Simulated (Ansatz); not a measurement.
Input for Ansatz (development build ahead of 0.2.0):

```yaml
crystal:
  periodic: [false, false, false]
  atoms:
    - { symbol: Mg, position_ang: [-0.00875, -0.04044, -0.67099] }
    - { symbol: O, position_ang: [-0.02325, 0.01561, 1.00718] }
basis:
  gaussian: { orbitals: cc-pVTZ }
hamiltonian:
  xc: hf
```

The input is written out in the form of the current development build from the run's settings.

Results

- Converged: yes
- Total energy: -274.37418 hartree
- Spin squared of the determinant: 0.000

Caution: in another basis set an unrestricted determinant lies well below.
